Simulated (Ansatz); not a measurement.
**Aluminium, fcc under LDA: convergence with the plane-wave cutoff**

Aim: find which plane-wave cutoff is enough for energy and pressure. The geometry was relaxed under LDA beforehand and stays fixed; 9 values are run, from 150 to 800 eV. Wanted are the values from which on the energy stays within 10 and 1 meV/atom, and the pressure within 0.5 GPa, of the last run. Within the series other settings stay, but some runs also write fields, which adds to their time. Spin polarisation is left out.

Method: DFT LDA, plane waves with PAW, scalar-relativistic, in Ansatz 0.2.0.

### 1 The structure to begin with

The structure is cubic, space group Fm-3m (No. 225). Conventional cell: a = 3.983 Å, b = 3.983 Å, c = 3.983 Å, α = 90.00°, β = 90.00°, γ = 90.00°. Al (site symmetry m-3m) has 12 Al at 2.82 Å as nearest neighbours.

Structure file:

```
Al
1.0
     0.00000    1.99161    1.99161
     1.99161    0.00000    1.99161
     1.99161    1.99161    0.00000
Al
1
Direct
  0.00000 0.00000 0.00000
```

### 2 The usual settings first

The input, input.yaml:

```yaml
crystal:
  lattice:
    - [0.0, 1.9916090303, 1.9916090303]
    - [1.9916090303, 0.0, 1.9916090303]
    - [1.9916090303, 1.9916090303, 0.0]
  atoms:
    - { symbol: Al, position: [0.0, 0.0, 0.0] }
hamiltonian:
  xc: lda
  pseudopotentials:
    kind: paw
    azcp:
      Al: "pseudopotentials/Al.paw.azcp"
basis:
  ecutwfc: 420
  fft_grid_basis: typed
kpoints:
  mp_grid: { grid: [22, 22, 22], shift: [0, 0, 0] }
magnetization:
  spin_polarized: false
scf:
  occupations: { method: fermi_dirac, width: 0.1 }
  lower_state_search: "off"
output:
  stress: true
```

The run is started by

```bash
> ansatz run input.yaml --threads 2 --pin off --max-ram 5120MiB --backend cpu --events-out ev --progress --plain --runs-dir out
```

### 3 Cutoff 150 eV

The run at 150 eV.

input.yaml, as its differences from that of step 2:

```diff
@@ -14,6 +14,6 @@
 basis:
-  ecutwfc: 420
+  ecutwfc: 150
   fft_grid_basis: typed
 kpoints:
-  mp_grid: { grid: [22, 22, 22], shift: [0, 0, 0] }
+  mp_grid: { grid: [14, 14, 14], shift: [0, 0, 0] }
 magnetization:
@@ -25 +25,5 @@
   stress: true
+  write_density: true
+  write_potential: true
+  elf: true
+  volumetric_format: npy
```

### 4 Cutoff 200 eV

The run at 200 eV.

input.yaml, as its differences from that of step 3:

```diff
@@ -14,3 +14,3 @@
 basis:
-  ecutwfc: 150
+  ecutwfc: 200
   fft_grid_basis: typed
@@ -25,5 +25 @@
   stress: true
-  write_density: true
-  write_potential: true
-  elf: true
-  volumetric_format: npy
```

### 5 Cutoff 250 eV

The run at 250 eV.

input.yaml, as its differences from that of step 4:

```diff
@@ -14,3 +14,3 @@
 basis:
-  ecutwfc: 200
+  ecutwfc: 250
   fft_grid_basis: typed
```

### 6 Cutoff 300 eV

The run at 300 eV.

input.yaml, as its differences from that of step 5:

```diff
@@ -14,3 +14,3 @@
 basis:
-  ecutwfc: 250
+  ecutwfc: 300
   fft_grid_basis: typed
```

### 7 Cutoff 350 eV

The run at 350 eV.

input.yaml, as its differences from that of step 6:

```diff
@@ -14,3 +14,3 @@
 basis:
-  ecutwfc: 300
+  ecutwfc: 350
   fft_grid_basis: typed
@@ -25 +25,5 @@
   stress: true
+  write_density: true
+  write_potential: true
+  elf: true
+  volumetric_format: npy
```

### 8 Cutoff 420 eV

The run at 420 eV.

input.yaml, as its differences from that of step 7:

```diff
@@ -14,3 +14,3 @@
 basis:
-  ecutwfc: 350
+  ecutwfc: 420
   fft_grid_basis: typed
```

### 9 Cutoff 500 eV

The run at 500 eV.

input.yaml, as its differences from that of step 8:

```diff
@@ -14,3 +14,3 @@
 basis:
-  ecutwfc: 420
+  ecutwfc: 500
   fft_grid_basis: typed
@@ -25,5 +25 @@
   stress: true
-  write_density: true
-  write_potential: true
-  elf: true
-  volumetric_format: npy
```

### 10 Cutoff 600 eV

The run at 600 eV.

input.yaml, as its differences from that of step 9:

```diff
@@ -14,3 +14,3 @@
 basis:
-  ecutwfc: 500
+  ecutwfc: 600
   fft_grid_basis: typed
```

### 11 Cutoff 800 eV

The run at 800 eV.

input.yaml, as its differences from that of step 10:

```diff
@@ -14,3 +14,3 @@
 basis:
-  ecutwfc: 600
+  ecutwfc: 800
   fft_grid_basis: typed
```

(Steps that only read results are left out.)

Before running it: what results should come out?

**Answer**, as computed:

| quantity | value |
| --- | --- |
| E(σ → 0) stays within 10 meV/atom of 800 eV | from 350 eV on |
| E(σ → 0) stays within 1 meV/atom | from 420 eV on |
| pressure stays within 0.5 GPa | from 350 eV on |
| pressure at 800 eV | -0.11 GPa |
| CPU time, dearest over cheapest | 2.6 |
| run at the usual settings (mesh 22×22×22 against the series' 14×14×14, 420 eV) | -7.9 meV/atom from 800 eV, 0.06 GPa |

What this shows: At 150 eV the energy differs by +627.7 meV/atom and the pressure by +8.9 GPa. The energy falls at each step up in cutoff, as the variational principle asks. Total energies within 1 meV/atom need 420 eV; differences between like structures often settle sooner. The cell taken over is 5 % smaller than the measured one (16.60 Å³/atom, COD).
